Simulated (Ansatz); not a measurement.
**BH₄ (doublet): from Hartree-Fock to the top rungs at distance B1–H4 along a hydrogen transfer = 1.317 Å, cc-pVDZ**

Aim: climb from Hartree-Fock through coupled cluster and multireference methods for BH₄ (doublet) at one geometry and basis, and see what each rung misses.

Program: Ansatz 0.2.0, Gaussian basis. Level of theory: cc-pVDZ, core rule «outside noble gas», up to 1 orbitals frozen. These are calculated values, not measurements.

To be run: UHF; CCSD(T) on ROHF; CCSD(T) on UHF; BCCD(T) on ROHF; CISD; CCSDT(Q) on ROHF; CCSDT(Q) on UHF; CCSDTQ on ROHF; CCSDTQ on UHF; CASSCF and MRCISD+Q, 3 electrons in 3 orbitals; CASSCF and NEVPT2, 3 electrons in 3 orbitals; CASSCF and MRCISD+Q, 7 electrons in 8 orbitals; CASSCF and NEVPT2, 7 electrons in 8 orbitals; Full CI.

2 further runs of the same task are left out: 2 for a known fault of the program.

### 1 What is computed

The geometry derives from fragments relaxed apart (PBE0/def2-TZVP) and kept rigid, so it is no stationary point. A hydrogen atom is moved between rigid fragments.

5 atoms, charge 0, spin multiplicity 2.

Atoms are counted from 1 here; the program's logs count them from 0.

Bond lengths: B1–H2 1.193 Å, B1–H3 1.193 Å, B1–H4 1.317 Å. Angles: H2–B1–H3 120.0°, H2–B1–H4 120.0°, H3–B1–H4 120.0°.

### 2 UHF

Contents of in.yaml:

```yaml
crystal:
  periodic: [false, false, false]
  atoms:
    - {symbol: B, position_ang: [-0.159552, 0.000000, 0.000000]}
    - {symbol: H, position_ang: [-0.756285, 1.033571, 0.000000]}
    - {symbol: H, position_ang: [-0.756285, -1.033571, 0.000000]}
    - {symbol: H, position_ang: [1.157448, 0.000000, 0.000000]}
    - {symbol: H, position_ang: [2.066448, 0.000000, 0.000000]}
basis:
  gaussian: {orbitals: cc-pVDZ}
magnetization: {spin_polarized: true, initial_magnetization: 1}
hamiltonian: {xc: hf}
output: {orbitals: {seedname: orbitals}}
```

Started as:

```sh
> ansatz run in.yaml --threads 1 --pin off --events-out ev --progress --plain --max-ram 2816MiB --backend cpu
```

Further steps of the session: CCSD(T) on ROHF; CCSD(T) on UHF; BCCD(T) on ROHF; CISD; CCSDT(Q) on ROHF; CCSDT(Q) on UHF; CCSDTQ on ROHF; CCSDTQ on UHF; CASSCF and MRCISD+Q, 3 electrons in 3 orbitals; CASSCF and NEVPT2, 3 electrons in 3 orbitals; CASSCF and MRCISD+Q, 7 electrons in 8 orbitals; CASSCF and NEVPT2, 7 electrons in 8 orbitals; Full CI.

**Question.** What will the summary of the whole plan be? Wanted: FCI below the RHF energy; RMP2 from FCI; UMP2 from FCI; RCCSD from FCI; RCCSD(T) from FCI; UCCSD(T) from FCI; RCCSDT(Q) from FCI; UCCSDT(Q) from FCI; NEVPT2 pair from FCI.

As calculated:

| quantity | value |
| --- | --- |
| FCI below the RHF energy | -3.7744 eV |
| RMP2 from FCI | +78.6 kJ/mol |
| UMP2 from FCI | +80.3 kJ/mol |
| RCCSD from FCI | +7.1 kJ/mol |
| RCCSD(T) from FCI | +1.5 kJ/mol |
| UCCSD(T) from FCI | +1.5 kJ/mol |
| RCCSDT(Q) from FCI | 0.0 kJ/mol |
| UCCSDT(Q) from FCI | 0.0 kJ/mol |
| NEVPT2 pair from FCI | +76.6 kJ/mol |
| NEVPT2 valence from FCI | +61.5 kJ/mol |
| MRCISD+Q valence from FCI | +0.8 kJ/mol |
| levels within 1 kcal/mol (43 meV) | RCCSD(T), UCCSD(T), BCCD(T), RCCSDT, UCCSDT, RCCSDT(Q), UCCSDT(Q), RCCSDTQ, UCCSDTQ, MRCISD+Q valence |
| T1 diagnostic | 0.020 |
| effectively unpaired electrons | 1.03 |

**Reading.** RCCSD(T) misses by +1.5 kJ/mol, 0.4 % of the correlation energy. One determinant dominates. Of the multireference levels listed MRCISD+Q valence comes nearest in total energy (+0.8 kJ/mol), which doesn't show that its space is the better one. These misses are within one basis, not against nature; the frozen cores of restricted and unrestricted runs differ, which can shift their rows.
